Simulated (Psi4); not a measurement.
# B3LYP/def2-TZVPPD run of [HO2]− (hydroperoxide(1-))

What is the energy change on altering one bond length of [HO2]− (hydroperoxide(1-)) at B3LYP/def2-TZVPPD? 

The results are computed with Psi4 1.11.

1 further run of the same task is left out (set aside as unsound or not needed).

## (1) The system as given

The species is [HO2]− (3 atoms), meant as a singlet with charge -1. As SMILES, `[O-]O`. Geometry: relaxed at PBE0-D4/def2-TZVPD.

Bond lengths: O1–O2 1.479 Å, O2–H3 0.961 Å. Angles: O1–O2–H3 100.1°.

## (2) Energy and gradient at B3LYP/def2-TZVPPD

Contents of ho2.xyz:

```xyz
3
HO2
O     -0.357760     1.025590    -0.080830
O     -0.242260    -0.445880    -0.180750
H      0.600030    -0.579720     0.261570
```

Contents of ho2.py:

```python
import psi4

psi4.set_memory(2200000000)
psi4.set_num_threads(1)
psi4.set_output_file('ho2.out', False)

with open('ho2.xyz') as f:
    atoms = ''.join(f.readlines()[2:])
geom = psi4.geometry('-1 1\n' + atoms + 'symmetry c1')

psi4.set_options({
    'puream': True,
    'e_convergence': 1e-09,
    'd_convergence': 1e-08,
    'scf_type': 'pk',
    'dft_radial_points': 99,
    'dft_spherical_points': 590,
})

result, w = psi4.gradient("b3lyp/def2-TZVPPD", molecule=geom, return_wfn=True)
psi4.oeprop(w, "MULLIKEN_CHARGES", "QUADRUPOLE", "WIBERG_LOWDIN_INDICES", title="B3LYP")
print('gradient / Eh bohr^-1')
print(result.np.round(6))
print(f'energy = {w.energy():.10f} Eh')
for k, v in sorted(psi4.core.scalar_variables().items()):
    print(f'{k:45s} {v:18.10f}')
```

On the command line:

```bash
python ho2.py
```

ho2.out:

```text
[...]
  Running in c1 symmetry.
[...]
  Nuclear repulsion =   29.527067200135445
[...]
  Multiplicity = 1
[...]
  Nalpha       = 9
  Nbeta        = 9
[...]
    Number of basis functions: 97
[...]
   @RKS iter   1:  -150.77014695168464   -4.14119e-01   7.80648e-03 DIIS/ADIIS
[...]
   @RKS iter  12:  -151.01540447686921   -2.10321e-12   1.91125e-09 DIIS
[...]
    Orbital Energies [Eh]
    ---------------------
    Doubly Occupied:
       1A    -18.908447     2A    -18.829002     3A     -0.789280
       4A     -0.533760     5A     -0.225609     6A     -0.133849
       7A     -0.106851     8A      0.030683     9A      0.055813
[...]
  @RKS Final Energy:  -151.01540447686921
   => Energetics <=
    Nuclear Repulsion Energy =             29.5270672001354448
    One-Electron Energy =                -271.9308639068212869
    Two-Electron Energy =                 105.6885196261251991
    DFT Exchange-Correlation Energy =     -14.3001273963085733
    Empirical Dispersion Energy =           0.0000000000000000
    VV10 Nonlocal Energy =                  0.0000000000000000
    Total Energy =                       -151.0154044768692359
[...]
  -Total Gradient:
     Atom            X                  Y                   Z
    ------   -----------------  -----------------  -----------------
       1        0.000928938216    -0.012537226834     0.000000000000
       2       -0.000228783938     0.011704255757    -0.000000000000
       3       -0.000700003754     0.000832884818    -0.000000000000
[...]
 Multipole Moments:
 ------------------------------------------------------------------------------------
     Multipole            Electronic (a.u.)      Nuclear  (a.u.)        Total (a.u.)
 ------------------------------------------------------------------------------------
 L = 1.  Multiply by 2.5417464519 to convert [e a0] to [Debye]
 Dipole X            :         -0.3009490            0.8887421            0.5877931
 Dipole Y            :         -0.0931194           -0.7937641           -0.8868835
 Dipole Z            :          0.0000000            0.0000000            0.0000000
 Magnitude           :                                                    1.0639845
 L = 2.  Multiply by 1.3450342976 to convert [e a0^2] to [Debye ang]
 Quadrupole XX       :        -13.5186449            3.3039855          -10.2146594
 Quadrupole XY       :          3.1275841           -4.0511715           -0.9235874
[...]
  Mulliken Charges: (a.u.)
   Center  Symbol    Alpha    Beta     Spin     Total
       1     O     4.41519  4.41519  0.00000 -0.83037
       2     O     4.15212  4.15212  0.00000 -0.30423
       3     H     0.43270  0.43270  0.00000  0.13460
   Total alpha =  9.00000, Total beta =  9.00000, Total charge = -1.00000
  Wiberg Bond Indices using Orthogonal Lowdin Orbitals:
[...]
```

The script printed:

```text
gradient / Eh bohr^-1
[[ 0.000929 -0.012537  0.      ]
 [-0.000229  0.011704 -0.      ]
 [-0.0007    0.000833 -0.      ]]
energy = -151.0154044769 Eh
CURRENT ENERGY                                   -151.0154044769
CURRENT REFERENCE ENERGY                         -151.0154044769
DD SOLVATION ENERGY                                 0.0000000000
DFT FUNCTIONAL TOTAL ENERGY                      -151.0154044769
DFT TOTAL ENERGY                                 -151.0154044769
DFT VV10 ENERGY                                     0.0000000000
DFT XC ENERGY                                     -14.3001273963
GRID ELECTRONS ALPHA                                9.0000000016
GRID ELECTRONS BETA                                 9.0000000016
GRID ELECTRONS TOTAL                               18.0000000031
NUCLEAR REPULSION ENERGY                           29.5270672001
ONE-ELECTRON ENERGY                              -271.9308639068
PCM POLARIZATION ENERGY                             0.0000000000
PE ENERGY                                           0.0000000000
SCF ITERATION ENERGY                             -151.0154044769
SCF ITERATIONS                                     12.0000000000
SCF TOTAL ENERGY                                 -151.0154044769
TWO-ELECTRON ENERGY                               105.6885196261
XC GRID RADIAL POINTS                              99.0000000000
XC GRID SPHERICAL POINTS                          590.0000000000
XC GRID TOTAL POINTS                           171973.0000000000
```

Run time: 32 s. Hardware: 1 thread of Intel Xeon at 2.50GHz (Skylake/Cascade Lake), shared host; peak memory 0.83 GiB.

## (3) The distorted shape at the same level

Contents of ho2.py:

```python
import psi4

psi4.set_memory('2200 MB')
psi4.set_num_threads(1)
psi4.set_output_file('output.dat', False)

molecule = psi4.geometry("""
-1 1
O     -0.392411     1.467044    -0.050853
O     -0.242260    -0.445880    -0.180750
H      0.600030    -0.579720     0.261570
symmetry c1
""")

psi4.set_options({
    'basis': 'def2-TZVPPD',
    'puream': True,
    'e_convergence': 1e-09,
    'd_convergence': 1e-08,
    'scf_type': 'pk',
    'dft_radial_points': 99,
    'dft_spherical_points': 590,
})

energy_value, wavefunction = psi4.gradient('b3lyp', return_wfn=True)
psi4.oeprop(wavefunction, 'WIBERG_LOWDIN_INDICES', 'QUADRUPOLE', 'DIPOLE')
print('gradient / Eh bohr^-1')
print(energy_value.np.round(6))
print(f'energy = {wavefunction.energy():.10f} Eh')
```

On the command line:

```bash
python ho2.py
```

output.dat:

```text
[...]
  Running in c1 symmetry.
[...]
  Nuclear repulsion =   23.860121011768907
[...]
  Multiplicity = 1
[...]
  Nalpha       = 9
  Nbeta        = 9
[...]
    Number of basis functions: 97
[...]
   @RKS iter   1:  -150.77031565062507   -6.77957e-01   7.34061e-03 ADIIS/DIIS
[...]
   @RKS iter  12:  -150.98282905676689   -2.89901e-12   4.41547e-09 DIIS
[...]
    Orbital Energies [Eh]
    ---------------------
    Doubly Occupied:
       1A    -18.908523     2A    -18.884074     3A     -0.723317
       4A     -0.582250     5A     -0.205785     6A     -0.098095
       7A     -0.075935     8A     -0.012266     9A     -0.002546
[...]
  @RKS Final Energy:  -150.98282905676689
   => Energetics <=
    Nuclear Repulsion Energy =             23.8601210117689071
    One-Electron Energy =                -260.4822679044335700
    Two-Electron Energy =                  99.8529094532869408
    DFT Exchange-Correlation Energy =     -14.2135916173891719
    Empirical Dispersion Energy =           0.0000000000000000
    VV10 Nonlocal Energy =                  0.0000000000000000
    Total Energy =                       -150.9828290567668887
[...]
  -Total Gradient:
     Atom            X                  Y                   Z
    ------   -----------------  -----------------  -----------------
       1       -0.007332876154     0.056604491861     0.000000000000
       2        0.011020073257    -0.046476344172    -0.000000000000
       3       -0.003687044490    -0.010128182452     0.000000000000
[...]
 Multipole Moments:
 ------------------------------------------------------------------------------------
     Multipole            Electronic (a.u.)      Nuclear  (a.u.)        Total (a.u.)
 ------------------------------------------------------------------------------------
 L = 1.  Multiply by 2.5417464519 to convert [e a0] to [Debye]
 Dipole X            :         -0.3444188            0.8960816            0.5516628
 Dipole Y            :          0.3674829           -0.9952478           -0.6277649
 Dipole Z            :          0.0000000            0.0000000            0.0000000
 Magnitude           :                                                    0.8357156
 L = 2.  Multiply by 1.3450342976 to convert [e a0^2] to [Debye ang]
 Quadrupole XX       :        -13.6339002            3.3866804          -10.2472198
 Quadrupole XY       :          4.4796181           -5.6057317           -1.1261136
[...]
```

Standard output:

```text
gradient / Eh bohr^-1
[[-0.007333  0.056604  0.      ]
 [ 0.01102  -0.046476 -0.      ]
 [-0.003687 -0.010128  0.      ]]
energy = -150.9828290568 Eh
```

Wall time 32 s (1 thread of Intel Xeon at 2.50GHz (Skylake/Cascade Lake), shared host); peak memory 0.82 GiB.

## (4) What came out

Level: B3LYP/def2-TZVPPD.

```
                                                              quantity          value
                                             first shape: total energy  -151.01540 Eh
                                              first shape: HOMO energy        1.52 eV
                                              first shape: LUMO energy        4.64 eV
    first shape: HOMO–LUMO gap (to an unbound level, set by the basis)        3.12 eV
                                 first shape: largest force on an atom     0.646 eV/Å
                                         distorted shape: total energy  -150.98283 Eh
                                          distorted shape: HOMO energy       -0.07 eV
                                          distorted shape: LUMO energy        3.32 eV
distorted shape: HOMO–LUMO gap (to an unbound level, set by the basis)        3.39 eV
                             distorted shape: largest force on an atom     2.935 eV/Å
     energy change with the O1–O2 bond stretched from 1.479 to 1.923 Å       0.886 eV
```

With the O1–O2 bond stretched from 1.479 to 1.923 Å the energy rises by 0.89 eV (85.5 kJ/mol). The first shape isn't relaxed at this level, so the change isn't measured from a minimum. The largest force (first shape) is 0.65 eV/Å: the shape isn't a stationary point for this species at this level. The HOMO (first shape) lies at positive energy, 1.52 eV; only total energies tell whether the electron is bound.
